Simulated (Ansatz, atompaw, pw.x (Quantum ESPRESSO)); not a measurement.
W: one change to the PAW (atompaw) potential, in the atom and in the bcc crystal

atompaw 4.2.0.5 input, output lines left out:

```
W 74
GGA-PBESOL scalarrelativistic loggrid 2001 logderivrange -5 5 251
6 6 5 4 0 0
6 0 1
6 1 1
5 2 4
0 0 0
c
c
c
c
c
v
c
c
c
v
v
c
c
v
c
2
2.50 2.25 2.25 1.95
y
-0.05
n
n
y
0.45
n
custom rrkj gramschmidtortho sinc
bessel
2.50
2.50
1.55
2.50
2.50
1.65
```

Change: wave 5p (bound): rc 1.55 bohr becomes 5p (bound): rc 2.44 bohr.

Cutoffs, loose and tight: the cutoffs (Ry, on a coarse ladder) from which the occupation-weighted sum of valence levels, in a spherical-Bessel basis at the reference potential, stays within 10 and 1 mRy of its value at 400 Ry. They see the waves, projectors and local potential, not the compensation charge or the core.

Crystal test: bcc W in pw.x 7.5, no spin, 15³ k-points, Fermi–Dirac smearing 0.01 Ry, cutoffs set for each file from its atomic test. The reference is all-electron LAPW (Ansatz 0.2.0) with the same functional, mesh and smearing; V0 and B0 come from Birch–Murnaghan fits to the pressures at five volumes. Errors are pseudo minus all-electron; Δ is the rms difference of the E(V) curves that follow from these fits, minima aligned, over ±6 % about the mean V0. Mesh and smearing are coarse, so the numbers serve the comparison and aren't converged zero-temperature values; the lattice is a test structure that the element need not adopt.

All-electron: a0 = 3.155 Å (V0 = 15.70 Å³/atom), B0 = 321.1 GPa.

Question: Does the change bring the crystal closer to the all-electron result?

Answer: The mean pressure error goes from +2.18 to +2.68 GPa, so the change moves the solid further from the all-electron pressures.

| quantity | base | changed |
| --- | --- | --- |
| outcome (atom) | generated | generated |
| cutoff, loose (atom) | 35 Ry | 15 Ry |
| cutoff, tight (atom) | 60 Ry | 25 Ry |
| bound ghosts (atom) | none | none |
| cutoffs in pw.x (Ry) | 75/750 | 40/400 |
| a0 (Å) | 3.161 | 3.163 |
| a0 error (%) | +0.21 | +0.26 |
| B0 error (%) | +1.2 | +1.2 |
| Δ (meV/atom) | 7.3 | 8.9 |
| mean pressure error (GPa) | +2.18 | +2.68 |
